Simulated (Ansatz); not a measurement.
Geometry optimisation, UKS PBE0/def2-SVP (Ansatz).

The input (input.yaml):

```yaml
crystal:
  periodic: [false, false, false]
  atoms:
    - { symbol: B, position_ang: [0.0, 0.0, -0.356774] }
    - { symbol: H, position_ang: [0.0, 0.0, 2.027667] }
    - { symbol: H, position_ang: [1.10159, 0.0, -0.838273] }
    - { symbol: H, position_ang: [-1.10159, 0.0, -0.838273] }
    - { symbol: Cl, position_ang: [0.0, 0.0, 3.365653] }
magnetization:
  spin_polarized: true
  initial_magnetization: 1
basis:
  gaussian: { orbitals: def2-SVP }
hamiltonian:
  xc: pbe0
relax:
  f_tol: 0.03
  max_steps: 50
output:
  orbitals: {}
```

Run as:

```bash
$ ansatz run input.yaml --threads 1 --pin off --max-ram 2048MiB --backend cpu --events-out ev --progress --plain --runs-dir out
```

Question: Where does it end, and by what steps?

Answer: The run converged. After 10 steps the energy has fallen by 0.251 eV; H2 moved furthest, 0.71 Å. Parted: H2–Cl5. Joined: B1–H2.

```csv
step,energy less start (eV),largest force component (eV/Å),accepted
0,0.0000,0.955,yes
1,-0.0541,0.168,yes
2,-0.0683,1.147,yes
3,-0.0842,0.690,yes
4,-0.1139,0.440,yes
5,-0.1936,0.788,yes
6,-0.1849,1.531,no
7,-0.2371,0.325,yes
8,-0.2505,0.145,yes
9,-0.2514,0.057,yes
10,-0.2515,0.002,yes
```

```xyz
5
Properties=species:S:1:pos:R:3
B 0.000 0.000 0.027
H 0.000 0.000 1.316
H 1.078 0.000 -0.504
H -1.078 0.000 -0.504
Cl 0.000 0.000 3.025
```

Whether the end is a true minimum wasn't checked by a vibrational analysis.

The run took 18 s on 1 thread of Intel(R) Xeon(R) Platinum 8259CL CPU @ 2.50GHz (Skylake/Cascade Lake), with other jobs on the host, peak memory 0.13 GiB.
